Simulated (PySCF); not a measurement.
# How well do the runs reproduce experiment for 1,1-difluoroethane?

**Measured values to compare with.**

NIST CCCBDB Release 22 (SRD 101), experimental dipoles lists, for the gas: dipole moment (dielectric constant against temperature) 2.262 ± 0.008 D.

The results are set against them at the end.

Compound: 1,1-difluoroethane, C2H4F2.
Atom-mapped SMILES: `[CH3:1][CH:2]([F:3])[F:4]` (hydrogens: H5, H6, H7 on C1; H8 on C2)

Geometry (GFN2-xTB, Å), atoms numbered from 1 in this order:
```xyz
8
C2H4F2 angstrom
C     -0.781   -0.157    0.006
C      0.702    0.135    0.064
F      1.399   -0.758   -0.683
F      0.975    1.355   -0.462
H     -1.117   -0.113   -1.028
H     -0.972   -1.148    0.405
H     -1.318    0.583    0.591
H      1.122    0.112    1.081
```

Runs made with PySCF (gas phase, on this GFN2-xTB geometry; no spin–orbit coupling):

```tsv
level	job	basis functions
PBE0/pcSseg-1	shieldings, charges and field gradients	88
PBE/pcSseg-1, damping 0.3 at the start, DIIS from the seventh cycle	shieldings, charges and field gradients	88
revPBE/pcSseg-1, start guess atom	shieldings	88
PBE0/def2-SVPD	6 singlets by full TDDFT, 2 Tamm–Dancoff triplets, polarisability	118
B3LYP/pcJ-1	spin–spin couplings from 8 perturbed nuclei	148
```

**Comparison with experiment**

**Dipole moment.** Measured: 2.262 D (NIST CCCBDB Release 22 (SRD 101), experimental dipoles).

| level | computed (D) | computed − measured (D) | % (from the printed values) |
| --- | --- | --- | --- |
| PBE0/pcSseg-1 | 2.233 | -0.029 | -1 |
| PBE/pcSseg-1 | 2.053 | -0.209 | -9 |
| revPBE/pcSseg-1 | 2.025 | -0.237 | -10 |
| PBE0/def2-SVPD | 2.304 | +0.042 | +2 |
| B3LYP/pcJ-1 | 2.217 | -0.045 | -2 |

Closest is PBE0/pcSseg-1 (-0.029 D), furthest revPBE/pcSseg-1 (-0.237 D); one molecule doesn't rank methods. The computed dipoles belong to one fixed geometry; measured ones are averaged over vibrations unless marked μe. Magnitudes are compared, not signs.

The geometry is computed, not the measured one. Where a level misses, the cause wasn't examined.
